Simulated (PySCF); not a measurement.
# BPH3Cl (SMILES PBCl): NEVPT2(4,3)/6-31++G(d,p) (density fitting, Cartesian functions)

Aim: the energy of BPH3Cl. The job is set up through a Python script.

The results are computed with PySCF 2.14.0.

9 further runs of the same task are left out: 2 that didn't finish, 7 set aside as unsound or not needed.

## Step 1: The system as given

BPH3Cl: 6 atoms, total charge 0, spin state singlet. As SMILES, `PBCl`. Geometry: embedded from SMILES. This is one conformer, not always the lowest.

Bond lengths: P1–B2 1.930 Å, B2–Cl3 1.844 Å, P1–H4 1.453 Å, P1–H5 1.453 Å, B2–H6 1.181 Å. Angles: P1–B2–Cl3 120.3°, P1–B2–H6 119.8°, Cl3–B2–H6 119.8°, B2–P1–H4 93.6°, B2–P1–H5 94.4°, H4–P1–H5 94.8°.

## Step 2: A single-point energy at NEVPT2(4,3)/6-31++G(d,p) (density fitting, Cartesian functions)

job.py

```python
# PBCl
from pyscf import gto, mcscf, mrpt
from rdkit import Chem
from rdkit.Chem import AllChem

rd = Chem.AddHs(Chem.MolFromSmiles('PBCl'))
AllChem.EmbedMolecule(rd, randomSeed=647)
if AllChem.MMFFOptimizeMolecule(rd) < 0:
    AllChem.UFFOptimizeMolecule(rd)
xyz = rd.GetConformer().GetPositions()
geom = [(a.GetSymbol(), tuple(x)) for a, x in zip(rd.GetAtoms(), xyz)]
for s, x in geom:
    print('%-2s %12.6f %12.6f %12.6f' % (s, *x))

mol = gto.M(
    atom=geom,
    cart=True,
    max_memory=1860,
    verbose=3,
    basis='6-31++g**',
)

mf = mol.RHF()
mf = mf.density_fit()
mf.kernel()

cas = mcscf.CASSCF(mf, 3, 4)
cas.fix_spin_(ss=0.0)
cas.natorb = True
cas.kernel()
e_pt2 = mrpt.NEVPT(cas).kernel()
energy = cas.e_tot + e_pt2
print('Final energy', energy)
dip = mf.dip_moment()
pop, q = mf.mulliken_pop()
```

Launch:

```bash
$ OMP_NUM_THREADS=1 python job.py
```

**Question.** What will come out? Wanted: total energy; dipole moment; HOMO energy; LUMO energy; HOMO–LUMO gap.

**Answer.** As computed:

At NEVPT2(4,3)/6-31++G** (density fitting, Cartesian functions):

| quantity | value |
| --- | --- |
| total energy | -827.01254 Eh |
| dipole moment (Hartree–Fock density) | 1.31 D |
| HOMO energy (Hartree–Fock orbitals) | -10.47 eV |
| LUMO energy (Hartree–Fock orbitals) | 1.15 eV |
| HOMO–LUMO gap (Hartree–Fock orbitals) | 11.62 eV |

Mulliken charges of the mean-field density run from -0.16 on Cl3 to +0.31 on P1; in a basis this large or diffuse they mean little.
